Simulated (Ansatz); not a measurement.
# CCSD(T) against full CI for several species

Each species is computed at the geometry given (Å), with frozen cores, in Ansatz 0.2.0: RHF-CCSD(T) for singlets, UHF-CCSD(T) otherwise, and full CI in the same basis. The program picks the determinant by trial CCSD, so it needn't be the lowest Hartree–Fock solution. States: SiH3 A', CHO A', Si2 Σg⁻ or Δg. Cases whose determinant has another symmetry than full CI's state, or whose (Q) step broke down, weren't drawn.

**Question.** Judging by size, spin and bonding and the diagnostics given, rank them by the size of CCSD(T)'s error in total energy against full CI in the same basis, smallest first (an estimate).
A. Si$_{2}$, triplet, cc-pV(D+d)Z: Si 0.000 0.000 0.000; Si 0.000 0.000 2.260. T1 0.019, (T) -205 meV in a correlation energy of -4.61 eV
B. CHO, doublet, 6-31G: C 0.033 0.635 0.000; O 0.033 -0.556 0.000; H -0.906 1.253 0.000. T1 0.030, (T) -186 meV in a correlation energy of -6.00 eV
C. SiH$_{3}$, doublet, 6-31G*: Si 0.000 0.000 0.044; H 0.000 1.413 -0.406; H 1.224 -0.707 -0.406; H -1.224 -0.707 -0.406. T1 0.014, (T) -48 meV in a correlation energy of -2.52 eV

**Answer.** C (16.1 meV), B (46.2 meV), A (66.7 meV).

| species | basis | correlated electrons | CCSD(T) − full CI (meV) | CCSDT(Q) − full CI (meV) | unpaired electrons (full CI) | T1 | ⟨S²⟩ of the determinant |
| --- | --- | --- | --- | --- | --- | --- | --- |
| SiH3, doublet | 6-31G* | 7 | 16.1 | -0.2 | 1.03 | 0.014 | 0.75 |
| CHO, doublet | 6-31G | 11 | 46.2 | -2.6 | 1.07 | 0.030 | 0.79 |
| Si2, triplet | cc-pV(D+d)Z | 8 | 66.7 | 3.2 | 2.14 | 0.019 | 2.02 |

Unpaired electrons are Σ n²(2−n)² over natural occupations; an open shell counts its own unpaired electrons too. Frozen cores follow each run's orbitals, which moves totals by a few meV.
